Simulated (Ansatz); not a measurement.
**B2SiH (quartet): the correlation ladder at a displaced geometry (v1), cc-pVDZ**

The task here is to estimate one member of a computed series from the others.

Program: Ansatz 0.2.0, Gaussian basis. Level of theory: cc-pVDZ, core rule «outside noble gas», up to 7 orbitals frozen. These are calculated values, not measurements.

To be run: UHF; CCSD(T) on ROHF; CCSD(T) on UHF; BCCD(T) on ROHF; CISD as a restricted active space (open shells left free, so some higher excitations enter); CCSDT(Q) on ROHF; CCSDT(Q) on UHF.

19 further runs of the same task are left out: 5 that didn't finish, 14 set aside as unsound or not needed. Runs told in other sessions of the task aren't counted.

**What is computed**

The geometry is a PBE0/def2-TZVP stationary point (not a proven minimum) with its atoms shifted at random (size 0.040 Å).

4 atoms, charge 0, spin multiplicity 4.

Atoms are counted from 1 here; the program's logs count them from 0.

Bond lengths: B1–Si2 1.976 Å, B1–B3 1.785 Å, Si2–B3 2.002 Å, B3–H4 1.134 Å. Angles: Si2–B1–B3 64.1°, B1–Si2–B3 53.3°, B1–B3–Si2 62.6°, B1–B3–H4 133.2°, Si2–B3–H4 162.5°.

Set-up of the first run:

Input file in.yaml:

```yaml
crystal:
  periodic: [false, false, false]
  atoms:
    - {symbol: B, position_ang: [-0.008480, -1.102150, -0.742099]}
    - {symbol: Si, position_ang: [-0.009313, 0.135004, 0.799234]}
    - {symbol: B, position_ang: [0.038651, 0.637981, -1.137701]}
    - {symbol: H, position_ang: [-0.064126, 1.216806, -2.107634]}
basis:
  gaussian: {orbitals: cc-pVDZ}
magnetization: {spin_polarized: true, initial_magnetization: 3}
hamiltonian: {xc: hf}
output: {orbitals: {seedname: orbitals}}
```

The run is started by

```sh
$ ansatz run in.yaml --threads 1 --pin off --events-out ev --progress --plain --max-ram 2393MiB
```

Among the steps run: UHF; CCSD(T) on ROHF; CCSD(T) on UHF; BCCD(T) on ROHF; CISD as a restricted active space (open shells left free, so some higher excitations enter); CCSDT(Q) on ROHF; CCSDT(Q) on UHF.

One of the session's tables, all rows but one given; the rest of the session is left out.

| method | from UCCSDT(Q) (meV) |
| --- | --- |
| ROHF | +7025.3 |
| UHF | +6860.6 |
| RMP2 | +1389.2 |
| UMP2 | +1444.2 |
| CISD | +989.4 |
| RCCSD | +428.6 |
| UCCSD | +423.1 |
| RCCSD(T) | ? |
| UCCSD(T) | +83.5 |
| BCCD(T) | +78.0 |
| RCCSDT | +30.4 |
| UCCSDT | +29.3 |
| RCCSDT(Q) | +1.6 |
| UCCSDT(Q) | 0 |

Q: Estimate the row for RCCSD(T) from the others.

**Answer.** from UCCSDT(Q) (meV): +81.9. In the column «from UCCSDT(Q) (meV)» it lies between BCCD(T) (+78.0) and UCCSD(T) (+83.5).

Limits of these values: Restricted and unrestricted rows rest on different reference determinants; a gap between their highest levels can come from leftover correlation error, from unlike frozen cores or from another state.
